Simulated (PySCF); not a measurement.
## Spin–spin coupling constants

Bonds (- single, = double, # triple, : aromatic): C1-C2 1.538 Å, C2-N3 1.464 Å, N3-C4 1.464 Å, C4-C1 1.538 Å. C1 carries H5, H6; C2 carries H7, H8; N3 carries H9; C4 carries H10, H11.

Indirect spin–spin couplings were computed at B3LYP/pcJ-1 (spin–dipole term only in couplings to heteroatoms) (PySCF 2.14) on a PBE0-D3(BJ)/def2-SVP structure, for the isolated molecule, without vibrational or relativistic corrections. Couplings are averaged over pairs made equivalent by symmetry, fast rotation or ring inversion, so a value needn't be that of the named pair in this geometry, while other rotamers aren't included; one pair stands for each set, and the list holds those of at least 0.8 Hz over up to four bonds.

Isotopes: ¹³C, ¹H, ¹⁵N.

| pair | bonds | J (Hz) |
| --- | --- | --- |
| C1, C2 | 1 | 30.5 |
| C1, H5 | 1 | 143.5 |
| C2, N3 | 1 | -3.9 |
| C2, H7 | 1 | ? |
| N3, H9 | 1 | -67.9 |
| C1, H7 | 2 | -3.2 |
| C2, C4 | 2 | ? |
| C2, H5 | 2 | -3.3 |
| C2, H9 | 2 | -1.8 |
| N3, H7 | 2 | -3.0 |
| H5, H6 | 2 | -11.1 |
| H7, H8 | 2 | ? |
| C1, H9 | 3 | ? |
| C2, H10 | 3 | 6.4 |
| N3, H5 | 3 | -3.3 |
| H5, H7 | 3 | 6.1 |
| H5, H8 | 3 | ? |
| H7, H9 | 3 | ? |
| H5, H9 | 4 | 2.0 |

Estimate the withheld couplings, with signs.

Answers


- ¹J(C2,H7) = 145.8 Hz (mean over equivalent pairs that range from 137.0 to 154.5 Hz in this conformer)
- ²J(C2,C4) = -8.3 Hz (angle at C1 86°)
- ²J(H7,H8) = -6.8 Hz
- ³J(C1,H9) = 13.2 Hz
- ³J(H5,H8) = 8.8 Hz
- ³J(H7,H9) = 5.1 Hz (mean over equivalent pairs that range from 1.3 to 8.9 Hz in this conformer)
